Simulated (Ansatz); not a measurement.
The input, for Ansatz 0.2.0:

```yaml
crystal:
  periodic: [false, false, false]
  atoms:
    - {symbol: B, position_ang: [0.000000, 0.000000, 0.000000]}
    - {symbol: O, position_ang: [0.000000, 0.000000, 1.674000]}
basis:
  gaussian: {orbitals: pcseg-2}
magnetization: {spin_polarized: true, initial_magnetization: 3}
hamiltonian: {xc: {name: PBE}}
correlation: {method: ccsd_t, electrons: outside_noble_gas}
scf: {lower_state_search: off}
```

```sh
$ ansatz run in.yaml --threads 1 --pin off --events-out ev --progress --plain --max-ram 2393MiB
```

Output:

```
these checks for a lower state are left out or cut short: stability, starts, cluster_reference, orbital_swaps, neighbouring_geometries, increment
366 factors; integrals over basis functions are off by at most 1.2e-3 eV
mean field evaluation 1: about -2711.7462 eV, gradient 1.8e1 eV
mean field evaluation 2: about -2711.7393 eV, gradient 1.8e1 eV
mean field evaluation 4: about -2712.6922 eV, gradient 5.8e0 eV
mean field evaluation 8: about -2712.9722 eV, gradient 3.8e-1 eV
mean field evaluation 16: about -2713.3039 eV, gradient 3.8e-1 eV
mean field -2713.30483167 eV, -99.7121134197 hartree, gradient 3.3e-6 eV, S^2 3.754290; 0 other end points of the search recorded, 0 dependent functions left out
2 core orbitals not correlated: weight in the atoms' cores, before any rotation towards them, 1.000 or more for the frozen orbitals, at most 0.000 for the correlated occupied ones
reference -2703.38690976 eV, -99.3476365122 hartree; 6, 3 occupied and 52, 55 virtual orbitals, 366 factors
second order -6.68573089 eV of doubles, -0.45454020 eV of singles
cycle   1  -6.75280995 eV  change    3.7e-1 eV  update   1.1e-1
cycle   2  -7.01743393 eV  change   -2.6e-1 eV  update   5.5e-2
cycle   3  -7.10170254 eV  change   -8.4e-2 eV  update   1.3e-2
cycle   4  -7.10870438 eV  change   -7.0e-3 eV  update   6.6e-3
cycle   5  -7.11249455 eV  change   -3.8e-3 eV  update   4.2e-3
cycle   6  -7.11470311 eV  change   -2.2e-3 eV  update   2.6e-3
cycle   7  -7.11535095 eV  change   -6.5e-4 eV  update   1.8e-3
cycle   8  -7.11624097 eV  change   -8.9e-4 eV  update   1.1e-3
cycle   9  -7.11607333 eV  change    1.7e-4 eV  update   4.1e-4
cycle  10  -7.11602939 eV  change    4.4e-5 eV  update   1.6e-4
cycle  11  -7.11622363 eV  change   -1.9e-4 eV  update   7.1e-5
cycle  12  -7.11615956 eV  change    6.4e-5 eV  update   3.2e-5
cycle  13  -7.11618346 eV  change   -2.4e-5 eV  update   1.8e-5
cycle  14  -7.11619338 eV  change   -9.9e-6 eV  update   6.1e-6
perturbative correction -0.32567699 eV, -0.0119684085 hartree
Total energy: -2710.82878012 eV, -99.6211202037 hartree
Checks for a lower state left out: stability, starts, cluster_reference, orbital_swaps, neighbouring_geometries, increment
```

Ran on 1 thread of Arm Neoverse V2, shared host: 1.9 s wall, 0.16 GiB peak host memory.
